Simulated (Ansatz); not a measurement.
# C₄H₅NO: how energies converge with the basis set

The task here is to estimate one member of a computed series from the others.

The runs use Ansatz 0.2.0, Gaussian basis; one geometry, several basis sets.

The runs, in order: PBE0-D4/def2-SVP; ωB97M-V/def2-SVP; PBE0-D4/def2-QZVPP; ωB97M-V/def2-QZVPP; the functionals' def2-TZVPP values are taken from earlier runs.

### The geometry

An earlier PBE0-D4 in a triple-zeta def2 set relaxation fixed the geometry.

11 atoms, charge 0, spin multiplicity 1.

Atoms are counted from 1 here; the program's logs count them from 0.

Bond lengths: C1–C2 1.485 Å, C1–H7 1.092 Å, C1–H8 1.092 Å, C1–H9 1.089 Å, C2–C3 1.422 Å, C2–N6 1.305 Å, C3–C4 1.350 Å, C3–H10 1.077 Å, C4–O5 1.332 Å, C4–H11 1.079 Å, O5–N6 1.375 Å. Angles: C2–C1–H7 110.8°, C2–C1–H8 110.8°, C2–C1–H9 110.0°, H7–C1–H8 107.6°, H7–C1–H9 108.8°, H8–C1–H9 108.8°, C1–C2–C3 128.7°, C1–C2–N6 120.4°, C3–C2–N6 111.0°, C2–C3–C4 103.3°, C2–C3–H10 128.4°, C4–C3–H10 128.2°, C3–C4–O5 110.4°, C3–C4–H11 133.5°, O5–C4–H11 116.2°, C4–O5–N6 108.9°, C2–N6–O5 106.4°.

Set-up of the first run:

in.yaml

```yaml
crystal:
  periodic: [false, false, false]
  atoms:
    - {symbol: C, position_ang: [-0.368966, -0.319886, 1.644436]}
    - {symbol: C, position_ang: [-0.181976, 0.133999, 0.243087]}
    - {symbol: C, position_ang: [0.604340, -0.456116, -0.784251]}
    - {symbol: C, position_ang: [0.407303, 0.364609, -1.837774]}
    - {symbol: O, position_ang: [-0.413240, 1.359208, -1.503796]}
    - {symbol: N, position_ang: [-0.783154, 1.209554, -0.187882]}
    - {symbol: H, position_ang: [0.587103, -0.354553, 2.171687]}
    - {symbol: H, position_ang: [-0.799099, -1.323622, 1.672785]}
    - {symbol: H, position_ang: [-1.035418, 0.362151, 2.171068]}
    - {symbol: H, position_ang: [1.211878, -1.344141, -0.735851]}
    - {symbol: H, position_ang: [0.771260, 0.368806, -2.853502]}
basis:
  gaussian: {orbitals: def2-SVP}
hamiltonian: {xc: pbe0, dispersion: d4}
output: {orbitals: {seedname: orbitals}}
```

Run with:

```bash
$ ansatz run in.yaml --threads 4 --pin off --events-out ev --progress --plain --max-ram 10444MiB
```

Steps of the session up to this table: PBE0-D4 in def2-SVP; ωB97M-V in def2-SVP; PBE0-D4 in def2-QZVPP; ωB97M-V in def2-QZVPP.

One table of the session follows, with a row left open; its other results are not shown here.

It belongs to the step «Density functionals: the series». 

| functional | basis | HOMO (eV) | LUMO (eV) |
| --- | --- | --- | --- |
| PBE0-D4 | def2-SVP | -7.69 | -0.12 |
| PBE0-D4 | def2-TZVPP | ? | ? |
| PBE0-D4 | def2-QZVPP | -7.70 | -0.32 |
| ωB97M-V | def2-SVP | -9.89 | 2.18 |
| ωB97M-V | def2-TZVPP | -9.91 | 1.94 |
| ωB97M-V | def2-QZVPP | -9.93 | 1.82 |

Q: Estimate the row for PBE0-D4, def2-TZVPP from the others.

As computed: HOMO (eV): -7.68; LUMO (eV): -0.26. In the column «HOMO (eV)» it is the highest.
